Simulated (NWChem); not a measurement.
**Correlation energy of S**

SMILES: [S]
```xyz
1

S      0.0000     0.0000     0.0000
```
Charge 0, spin multiplicity 3.

Program: NWChem.

Basis set: cc-pVQZ. Each correlation energy counts from its own Hartree-Fock reference.

The correlated methods keep 5 core orbitals frozen. The stability of the SCF solutions was not checked. Open-shell Hartree-Fock references start from PBE0 orbitals. No row is a measurement; the coupled-cluster row has its own basis-set and correlation limits.

Q: For the correlation energy, CCSD on UHF gives -148.8 mHa and CCSD on ROHF gives -154.4 mHa. What do URI-MP2, CCSD[T] on ROHF give?

A: URI-MP2: -127.3 mHa; CCSD[T] on ROHF: -160.7 mHa.
